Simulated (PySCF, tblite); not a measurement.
# C4H6N2: bond homolysis, EPR parameters, part 3 of 3

tblite 0.8.0 and PySCF 2.14.0. Atoms count from 0. Earlier steps stand in the parts before.

## (22) Geometry optimisation at BP86-D3(BJ)/def2-SVP

This step treats CH₃ radical, labelled `[CH3]` (the label fixes atoms and charge, not where charge and spin sit).

The job: settings as JSON, then the geometry in Å.

```
{"job": {"xc": "BP86", "basis": "def2-SVP", "d3": "d3bj", "grid": 1, "kind": "geom"}, "charge": 0, "multiplicity": 2}
C     -1.964648    -0.151248    -0.136857
H     -2.082058     0.908228    -0.080326
H     -1.842505    -0.624006    -1.086059
H     -1.969479    -0.736912     0.755556
```

What it wrote:

```text
step   0  E = -39.80213122  max force = 0.022590
step   1  E = -39.80410335  max force = 0.000192
step   2  E = -39.80410355  max force = 0.000017
optimisation converged
```

Wall time 0.62 s (1 thread of Arm Neoverse V2, shared host).

Along the way:

| step | energy from step 0 (eV) | largest force component (eV/Å) |
| --- | --- | --- |
| 0 | 0.0000 | 1.1616 |
| 1 | -0.0537 | 0.0099 |
| 2 | -0.0537 | 0.0009 |

Distances of close pairs at the start and the end, largest changes first:

| bond | before (Å) | after (Å) | change (Å) |
| --- | --- | --- | --- |
| C0–H2 | 1.067 | 1.099 | +0.032 |
| C0–H1 | 1.067 | 1.099 | +0.031 |
| C0–H3 | 1.067 | 1.099 | +0.031 |

Final coordinates:

```
C    -1.9646   -0.1509   -0.1370
H    -2.0856    0.9398   -0.0784
H    -1.8389   -0.6380   -1.1140
H    -1.9696   -0.7544    0.7814
```

| at the end point | value |
| --- | --- |
| point group (found at 0.08 Å tolerance) | D3h |
| rotational constants (GHz, main isotopes) | 276.8, 276.8, 138.4 |
| dipole moment (D) | 0.00 |
| ⟨S²⟩ | 0.753 |

## (23) Geometry optimisation with GFN2-xTB

This step treats C3H3N2 radical, labelled `C1=CN=C[N]1` (the label fixes atoms and charge, not where charge and spin sit).

The job: settings as JSON, then the geometry in Å.

```
{"job": {"kind": "relax", "xc": "GFN2-xTB", "basis": "xTB"}, "charge": 0, "multiplicity": 2}
N     -0.226800     0.047800    -0.021500
C      0.707400    -0.936400    -0.078500
C      1.954700    -0.298800     0.072800
N      1.745500     1.084800     0.163700
C      0.432900     1.241100     0.141500
H      0.437100    -2.003100    -0.175900
H      2.940900    -0.732100     0.070000
H     -0.083800     2.214700     0.194600
```

What it wrote:

```text
step      E/eV     max force
  0    -372.93124    2.213
  1    -373.04350    0.966
  2    -373.08782    0.591
  3    -373.10283    0.350
  4    -373.10667    0.162
  5    -373.10771    0.124
  6    -373.10853    0.065
  7    -373.10872    0.043
  8    -373.10881    0.031
  9    -373.10887    0.028
 10    -373.10892    0.022
 11    -373.10894    0.020
 12    -373.10896    0.015
 13    -373.10898    0.009
```

Run time: 0.04 s. Hardware: 1 thread of Arm Neoverse V2, shared host.

The steps of the relaxation:

| step | energy from step 0 (eV) | largest force (eV/Å) |
| --- | --- | --- |
| 0 | 0.0000 | 2.2134 |
| 1 | -0.1123 | 0.9655 |
| 2 | -0.1566 | 0.5907 |
| 3 | -0.1716 | 0.3500 |
| 4 | -0.1754 | 0.1621 |
| 5 | -0.1765 | 0.1240 |
| 6 | -0.1773 | 0.0647 |
| 7 | -0.1775 | 0.0434 |
| 8 | -0.1776 | 0.0306 |
| 9 | -0.1776 | 0.0282 |
| 10 | -0.1777 | 0.0216 |
| 11 | -0.1777 | 0.0200 |
| 12 | -0.1777 | 0.0150 |
| 13 | -0.1777 | 0.0089 |

Close pairs (by a distance rule), those that changed most:

| bond | before (Å) | after (Å) | change (Å) |
| --- | --- | --- | --- |
| C2–N3 | 1.402 | 1.337 | -0.065 |
| N0–C4 | 1.373 | 1.333 | -0.040 |
| C1–H5 | 1.105 | 1.071 | -0.034 |
| C4–H7 | 1.103 | 1.071 | -0.033 |
| N0–C1 | 1.358 | 1.337 | -0.021 |
| N3–C4 | 1.322 | 1.333 | +0.011 |
| C2–H6 | 1.077 | 1.071 | -0.006 |
| C1–C2 | 1.409 | 1.407 | -0.001 |

The end geometry stands in the next job.

## (24) Vibrational analysis with GFN2-xTB

The job: settings as JSON, then the geometry in Å.

```
{"job": {"kind": "ir", "xc": "GFN2-xTB", "basis": "xTB"}, "charge": 0, "multiplicity": 2}
N     -0.231558     0.054384    -0.018926
C      0.697155    -0.906560    -0.062772
C      1.954067    -0.285284     0.060567
N      1.742618     1.030393     0.174478
C      0.422545     1.207316     0.124226
H      0.439683    -1.940244    -0.173669
H      2.939514    -0.704679     0.071426
H     -0.056124     2.162661     0.191302
```

What it wrote:

```text
mode    cm-1     km/mol
  1     506.1     16.40
  2     551.5      0.01
  3     558.0    108.58
  4     715.4     20.16
  5     779.9      0.00
  6     794.2      0.36
  7     815.3     79.37
  8    1016.4      1.24
  9    1053.4     29.61
 10    1113.7      0.14
 11    1177.0     16.67
 12    1236.3      1.82
 13    1293.5      6.60
 14    1359.9      4.91
 15    1425.6     96.95
 16    3172.2      4.20
 17    3182.3     18.38
 18    3183.8      0.08
ZPE 143.160  H(298)-E 155.928  G(298)-E 74.245 kJ/mol  S 273.97 J/(mol K)
```

It took 0.12 s on 1 thread of Arm Neoverse V2, shared host.

The strongest bands and the atoms that carry them (share of the mass-weighted mode):

| cm⁻¹ | km/mol | atoms |
| --- | --- | --- |
| 506 | 16.4 | N0 23 %, N3 23 %, C4 20 %, H7 19 % |
| 558 | 108.6 | N0 27 %, N3 27 %, C4 16 %, C2 15 % |
| 715 | 20.2 | H6 41 %, H5 40 % |
| 815 | 79.4 | C1 24 %, C2 24 %, N3 18 %, N0 18 % |
| 1053 | 29.6 | H7 44 %, H5 16 %, H6 16 % |
| 1177 | 16.7 | C4 23 %, H7 23 %, C2 16 %, C1 16 % |
| 1426 | 97.0 | C4 23 %, C1 18 %, C2 18 %, N0 14 % |
| 3182 | 18.4 | H5 36 %, H6 35 %, H7 21 % |

## (25) Geometry optimisation at BP86-D3(BJ)/def2-SVP

This step treats C3H3N2 radical, labelled `C1=CN=C[N]1` (the label fixes atoms and charge, not where charge and spin sit).

Settings changed since step 24:

```diff
@@ -1,2 +1,2 @@
-{"job": {"kind": "ir", "xc": "GFN2-xTB", "basis": "xTB"}, "charge": 0, "multiplicity": 2}
+{"job": {"xc": "BP86", "basis": "def2-SVP", "d3": "d3bj", "grid": 1, "kind": "geom"}, "charge": 0, "multiplicity": 2}
 N     -0.231558     0.054384    -0.018926
```

What it wrote:

```text
step   0  E = -225.38728484  max force = 0.068164
step   1  E = -225.37524268  max force = 0.098767
step   2  E = -225.39979656  max force = 0.021361
step   3  E = -225.40174515  max force = 0.004777
step   4  E = -225.40153448  max force = 0.002977
step   5  E = -225.40175725  max force = 0.001381
step   6  E = -225.40179924  max force = 0.001901
step   7  E = -225.40181250  max force = 0.000476
step   8  E = -225.40181369  max force = 0.000080
optimisation converged
```

Wall time 28 s (1 thread of Arm Neoverse V2, shared host).

Along the way: (the energy doesn't fall at every step)

| step | energy from step 0 (eV) | largest force component (eV/Å) |
| --- | --- | --- |
| 0 | 0.0000 | 3.5051 |
| 1 | 0.3277 | 5.0788 |
| 2 | -0.3405 | 1.0984 |
| 3 | -0.3935 | 0.2456 |
| 4 | -0.3878 | 0.1531 |
| 5 | -0.3938 | 0.0710 |
| 6 | -0.3950 | 0.0978 |
| 7 | -0.3953 | 0.0245 |
| 8 | -0.3954 | 0.0041 |

Distances of close pairs at the start and the end, largest changes first:

| bond | before (Å) | after (Å) | change (Å) |
| --- | --- | --- | --- |
| C1–C2 | 1.407 | 1.488 | +0.080 |
| N3–C4 | 1.333 | 1.382 | +0.049 |
| N0–C4 | 1.333 | 1.382 | +0.049 |
| C4–H7 | 1.071 | 1.102 | +0.031 |
| C1–H5 | 1.071 | 1.102 | +0.031 |
| C2–H6 | 1.071 | 1.102 | +0.031 |
| C2–N3 | 1.337 | 1.328 | -0.010 |
| N0–C1 | 1.337 | 1.328 | -0.009 |

Where it ended (Å):

```xyz
8
C3H3N2
N    -0.2907    0.0261   -0.0216
C     0.6569   -0.9020   -0.0823
C     1.9852   -0.2460    0.0527
N     1.8079    1.0625    0.1930
C     0.4328    1.1915    0.1448
H     0.4380   -1.9739   -0.2137
H     2.9805   -0.7184    0.0445
H    -0.0608    2.1723    0.2339
```

| at the end point | value |
| --- | --- |
| point group (found at 0.08 Å tolerance) | C2v |
| rotational constants (GHz, main isotopes) | 10.494, 9.018, 4.850 |
| dipole moment (D) | 1.52 |
| ⟨S²⟩ | 0.760 |

## (26) Single point (CH₃ radical): wB97X-D3(BJ)/def2-TZVP

Geometry: BP86-D3(BJ)/def2-SVP.

The job: settings as JSON, then the geometry in Å.

```
{"job": {"kind": "sp", "xc": "wB97X", "basis": "def2-TZVP", "d3": "d3bj", "grid": 2}, "charge": 0, "multiplicity": 2}
C     -1.964551    -0.150877    -0.137009
H     -2.085647     0.939801    -0.078401
H     -1.838914    -0.637990    -1.114038
H     -1.969567    -0.754360     0.781367
```

What it wrote:

```text
coarse grid: 2952 points
cycle   1  E = -39.8744282721  dE = -2.423e-01  |g| = 6.720e-02  |ddm| = 8.097e-01
cycle   2  E = -39.8772078666  dE = -2.780e-03  |g| = 1.472e-02  |ddm| = 5.306e-02
cycle   3  E = -39.8774190468  dE = -2.112e-04  |g| = 5.509e-03  |ddm| = 1.751e-02
cycle   4  E = -39.8774434327  dE = -2.439e-05  |g| = 2.284e-03  |ddm| = 4.798e-03
cycle   5  E = -39.8774506814  dE = -7.249e-06  |g| = 5.563e-04  |ddm| = 3.550e-03
final grid: 27328 points
cycle   6  E = -39.8743203910  dE = -9.325e-06  |g| = 1.013e-03  |ddm| = 5.551e-03
cycle   7  E = -39.8743211053  dE = -7.143e-07  |g| = 5.505e-04  |ddm| = 1.075e-03
cycle   8  E = -39.8743212894  dE = -1.842e-07  |g| = 1.859e-04  |ddm| = 3.646e-04
cycle   9  E = -39.8743213491  dE = -5.970e-08  |g| = 4.414e-05  |ddm| = 3.428e-04
cycle  10  E = -39.8743213530  dE = -3.904e-09  |g| = 5.221e-06  |ddm| = 1.100e-04
converged SCF energy = -39.8743213530
```

Run time: 0.48 s. Hardware: 1 thread of Arm Neoverse V2, shared host.

## (27) Single point (C3H3N2 radical): wB97X-D3(BJ)/def2-TZVP

Geometry: BP86-D3(BJ)/def2-SVP.

The job: settings as JSON, then the geometry in Å.

```
{"job": {"kind": "sp", "xc": "wB97X", "basis": "def2-TZVP", "d3": "d3bj", "grid": 2}, "charge": 0, "multiplicity": 2}
N     -0.290746     0.026136    -0.021559
C      0.656867    -0.902009    -0.082314
C      1.985178    -0.245988     0.052706
N      1.807906     1.062471     0.193006
C      0.432779     1.191543     0.144806
H      0.438040    -1.973851    -0.213699
H      2.980522    -0.718384     0.044454
H     -0.060789     2.172344     0.233878
```

What it wrote:

```text
coarse grid: 7248 points
cycle   1  E = -225.6699926155  dE =  9.279e-01  |g| = 3.562e-01  |ddm| = 1.599e+00
cycle   2  E = -225.6863572449  dE = -1.636e-02  |g| = 3.591e-01  |ddm| = 3.949e-01
cycle   3  E = -225.7351256913  dE = -4.877e-02  |g| = 3.605e-02  |ddm| = 1.797e-01
cycle   4  E = -225.7360385334  dE = -9.128e-04  |g| = 2.268e-02  |ddm| = 6.262e-02
cycle   5  E = -225.7364494909  dE = -4.110e-04  |g| = 9.210e-03  |ddm| = 2.624e-02
cycle   6  E = -225.7365972960  dE = -1.478e-04  |g| = 4.419e-03  |ddm| = 1.654e-02
cycle   7  E = -225.7366576659  dE = -6.037e-05  |g| = 2.158e-03  |ddm| = 1.146e-02
cycle   8  E = -225.7366703240  dE = -1.266e-05  |g| = 4.563e-04  |ddm| = 6.256e-03
cycle   9  E = -225.7366709269  dE = -6.029e-07  |g| = 1.571e-04  |ddm| = 2.294e-03
final grid: 71728 points
cycle  10  E = -225.7206759350  dE = -3.358e-05  |g| = 1.345e-03  |ddm| = 2.612e-02
cycle  11  E = -225.7206767534  dE = -8.184e-07  |g| = 8.193e-04  |ddm| = 2.752e-03
cycle  12  E = -225.7206770304  dE = -2.769e-07  |g| = 2.954e-04  |ddm| = 6.034e-04
cycle  13  E = -225.7206771082  dE = -7.788e-08  |g| = 1.589e-04  |ddm| = 3.459e-04
cycle  14  E = -225.7206771348  dE = -2.656e-08  |g| = 6.686e-05  |ddm| = 1.522e-04
cycle  15  E = -225.7206771532  dE = -1.844e-08  |g| = 2.900e-05  |ddm| = 1.928e-04
cycle  16  E = -225.7206771554  dE = -2.174e-09  |g| = 1.524e-05  |ddm| = 6.223e-05
converged SCF energy = -225.7206771554
```

It took 12 s on 1 thread of Arm Neoverse V2, shared host.

## (28) Bond homolysis: wB97X-D3(BJ)/def2-TZVP

This step combines the energies above: geometries from BP86-D3(BJ)/def2-SVP, zero-point and thermal terms from GFN2-xTB.

The job: settings as JSON, then the geometry in Å.

```
{"job": {"kind": "bd", "cap": 8, "geom": {"xc": "BP86", "basis": "def2-SVP", "d3": "d3bj", "grid": 1}, "level": {"xc": "wB97X", "basis": "def2-TZVP", "d3": "d3bj"}}, "charge": 0, "multiplicity": 1}
C     -1.681675    -0.124560    -0.107234
N     -0.243007     0.053897    -0.016239
C      0.718145    -0.945053    -0.055527
C      1.937223    -0.291145     0.069612
N      1.748020     1.070192     0.184306
C      0.436161     1.244921     0.130152
H     -2.172820     0.866299    -0.065164
H     -1.961913    -0.613965    -1.062855
H     -2.062750    -0.741258     0.733276
H      0.448067    -2.001376    -0.167134
H      2.940471    -0.737958     0.080967
H     -0.095294     2.205683     0.189625
```

Output (the driver's rows laid out field by field):

```text
homolysis bond by bond, wB97X-D3(BJ)/def2-TZVP // BP86-D3(BJ)/def2-SVP

row 1
  atoms                   2 9
  elements                C H
  length                  1.096
  fragments               formula C4H5N2, charge 0, multiplicity 2, smiles Cn1[c]cnc1, kept yes, pieces 1, point_group Cs, largest_spin C 0.974; formula H, charge 0, multiplicity 2, smiles [H], kept yes, pieces 1
  electronic              530.88
  zero_kelvin             498.43
  enthalpy                504.67
  free_energy             468.15

row 2
  atoms                   0 6
  elements                C H
  length                  1.1067
  fragments               formula C4H5N2, charge 0, multiplicity 2, smiles [CH2]n1ccnc1, kept yes, pieces 1, point_group Cs, largest_spin C 0.854; formula H, charge 0, multiplicity 2, smiles [H], kept yes, pieces 1
  electronic              423.53
  zero_kelvin             387.75
  enthalpy                392.81
  free_energy             360.64

row 3
  atoms                   3 10
  elements                C H
  length                  1.0983
  fragments               formula C4H5N2, charge 0, multiplicity 2, smiles Cn1c[c]nc1, kept yes, pieces 1, point_group Cs, largest_spin C 0.916; formula H, charge 0, multiplicity 2, smiles [H], kept yes, pieces 1
  electronic              514.57
  zero_kelvin             481.8
  enthalpy                487.8
  free_energy             452.84

row 4
  atoms                   5 11
  elements                C H
  length                  1.0996
  fragments               formula C4H5N2, charge 0, multiplicity 2, smiles Cn1[c]ncc1, kept yes, pieces 1, point_group Cs, largest_spin C 0.856; formula H, charge 0, multiplicity 2, smiles [H], kept yes, pieces 1
  electronic              513.65
  zero_kelvin             480.05
  enthalpy                486.43
  free_energy             450.64

row 5
  atoms                   0 1
  elements                C N
  length                  1.4525
  fragments               formula CH3, charge 0, multiplicity 2, smiles [CH3], kept yes, pieces 1, point_group D3h, largest_spin C 1.082; formula C3H3N2, charge 0, multiplicity 2, smiles C1=CN=C[N]1, kept yes, pieces 1, point_group C2v, largest_spin C 0.504
  electronic              363.98
  zero_kelvin             331.09
  enthalpy                337.35
  free_energy             290.4
```

Wall time 4.7 min (1 thread of Arm Neoverse V2, shared host).

Some single points behind these values are not shown above.

Dissociation energies (kJ/mol, gas phase, 298 K for the thermal columns):

| bond | fragments | electronic | enthalpy | free energy |
| --- | --- | --- | --- | --- |
| C2–H9 | Cn1[c]cnc1 + [H] | 530.9 | 504.7 | 468.1 |
| C0–H6 | [CH2]n1ccnc1 + [H] | 423.5 | 392.8 | 360.6 |
| C3–H10 | Cn1c[c]nc1 + [H] | 514.6 | 487.8 | 452.8 |
| C5–H11 | Cn1[c]ncc1 + [H] | 513.6 | 486.4 | 450.6 |
| C0–N1 | [CH3] + C1=CN=C[N]1 | 364.0 | 337.4 | 290.4 |

## (29) EPR parameters (C₃H₃N₂ radical): UKS B3LYP, pcH-1 on C H N

The job: settings as JSON, then the geometry in Å.

```
{"job": {"kind": "epr", "basis": "pcH-1"}, "charge": 0, "multiplicity": 2}
N     -0.290746     0.026136    -0.021559
C      0.656867    -0.902009    -0.082314
C      1.985178    -0.245988     0.052706
N      1.807906     1.062471     0.193006
C      0.432779     1.191543     0.144806
H      0.438040    -1.973851    -0.213699
H      2.980522    -0.718384     0.044454
H     -0.060789     2.172344     0.233878
```

Method: UKS B3LYP, pcH-1 on C H N, non-relativistic, mean-field spin-orbit, GIAO.

What it wrote:

```text
UKS, coarse grid
  cycle   1  E = -225.52463203  |g| = 2.97e-01
  cycle   2  E = -225.47149084  |g| = 4.77e-01
  cycle   3  E = -225.56415197  |g| = 5.83e-02
  cycle   4  E = -225.56484119  |g| = 4.58e-02
  cycle   5  E = -225.56598268  |g| = 7.51e-03
  cycle   6  E = -225.56604621  |g| = 2.51e-03
  cycle   7  E = -225.56605988  |g| = 1.48e-03
  cycle   8  E = -225.56606163  |g| = 2.60e-04
UKS, final grid
  cycle   1  E = -225.56604273  |g| = 2.52e-04
  cycle   2  E = -225.56604272  |g| = 3.44e-04
  cycle   3  E = -225.56604277  |g| = 8.35e-05
  cycle   4  E = -225.56604277  |g| = 3.29e-05
  cycle   5  E = -225.56604277  |g| = 2.32e-05
E = -225.56604277 Eh   <S^2> = 0.7666 (exact 0.7500)
g shifts (ppm)      1          2          3
  rmc          -130       -130       -130
  gc             38          2         27
  oz_so        -407        -20        614
  total        -499       -149        511
hyperfine (MHz)  atom isotope    a_iso     a_fc   dipolar eigenvalues
    0   14N      -4.58      -4.58     -5.50      2.49      3.01
    1   13C      27.06      27.06    -32.21    -29.51     61.72
    2   13C      27.01      27.01    -32.18    -29.48     61.66
    3   14N      -4.57      -4.57     -5.48      2.48      3.00
    4   13C      60.75      60.75    -46.18    -43.32     89.50
    5    1H     -29.57     -29.57    -15.32     -2.83     18.15
    6    1H     -29.54     -29.54    -15.31     -2.83     18.14
    7    1H     -40.71     -40.71    -20.81     -2.63     23.44
```

Run time: 13 s. Hardware: 1 thread of Arm Neoverse V2, shared host.

Principal g values 2.00182, 2.00217, 2.00283; g(iso) = 2.00227, against 2.00232 for a free electron.

Mean a(iso) over the nuclei that a row names, and the largest dipolar term of the row (other rows stand at the frozen geometry):

| nuclei | isotope | a(iso) (MHz) | a(iso) (G, at g = 2.0023) | largest dipolar term (MHz) |
| --- | --- | --- | --- | --- |
| C4 | 13C | 60.7 | 21.7 | 89.5 |
| H7 | 1H | -40.7 | -14.5 | 23.4 |
| H5, H6 | 1H | -29.6 | -10.5 | 18.2 |
| C1, C2 | 13C | 27.0 | 9.6 | 61.7 |
| N0, N3 | 14N | -4.6 | -1.6 | -5.5 |

Mulliken spin populations:

| atom | value (e) |
| --- | --- |
| N0 | -0.10 |
| C1 | 0.37 |
| C2 | 0.37 |
| N3 | -0.10 |
| C4 | 0.53 |
| H5 | -0.02 |
| H6 | -0.02 |
| H7 | -0.03 |

In first order the couplings over 0.8 MHz of 1H, 14N give 30 distinct lines over 42.1 G, if the averaged nuclei exchange fast.

## (30) Spectra of the species

The job: settings as JSON, then the geometry in Å.

```
{"job": {"kind": "bd", "cap": 8, "geom": {"xc": "BP86", "basis": "def2-SVP", "d3": "d3bj", "grid": 1}, "level": {"xc": "wB97X", "basis": "def2-TZVP", "d3": "d3bj"}, "spectra": true}, "charge": 0, "multiplicity": 1}
C     -1.681675    -0.124560    -0.107234
N     -0.243007     0.053897    -0.016239
C      0.718145    -0.945053    -0.055527
C      1.937223    -0.291145     0.069612
N      1.748020     1.070192     0.184306
C      0.436161     1.244921     0.130152
H     -2.172820     0.866299    -0.065164
H     -1.961913    -0.613965    -1.062855
H     -2.062750    -0.741258     0.733276
H      0.448067    -2.001376    -0.167134
H      2.940471    -0.737958     0.080967
H     -0.095294     2.205683     0.189625
```

What it wrote:

```text
epr C1=CN=C[N]1 +0: UKS B3LYP, pcH-1 on C H N, non-relativistic, mean-field spin-orbit, GIAO
```

Wall time 13 s (1 thread of Arm Neoverse V2, shared host).

This step only lists the spectra that were run on the species above.

## (31) Outcome

This closing draws on all 3 parts.

```
                                           quantity                  value
          strongest single infrared mode (GFN2-xTB)  1483 cm⁻¹, 105 km/mol
                       zero-point energy (GFN2-xTB)          60.4 kcal/mol
                                        point group                     Cs
               rotational constants (main isotopes)   9.04, 3.56, 2.60 GHz
 bond enthalpy (ΔH), C2–H9 (wB97X-D3(BJ)/def2-TZVP)           504.7 kJ/mol
 bond enthalpy (ΔH), C0–H6 (wB97X-D3(BJ)/def2-TZVP)           392.8 kJ/mol
bond enthalpy (ΔH), C3–H10 (wB97X-D3(BJ)/def2-TZVP)           487.8 kJ/mol
bond enthalpy (ΔH), C5–H11 (wB97X-D3(BJ)/def2-TZVP)           486.4 kJ/mol
 bond enthalpy (ΔH), C0–N1 (wB97X-D3(BJ)/def2-TZVP)           337.4 kJ/mol
```

In words: No mode is imaginary among the 30: a minimum at this level. The strongest single mode, at 1483 cm⁻¹, is carried by N1, C5, C2, H7. Unscaled tight-binding wavenumbers are off by several per cent, some by more. Its intensities can rank the bands wrongly. The optimisation took 7 steps and gained 0.143 eV; among the close pairs (by a distance rule), C5–H11 changed most, from 1.072 to 1.100 Å (BP86/def2-SVP). At wB97X-D3(BJ)/def2-TZVP the bond enthalpy (ΔH) runs from 337.4 kJ/mol (C0–N1) to 504.7 kJ/mol (C2–H9).
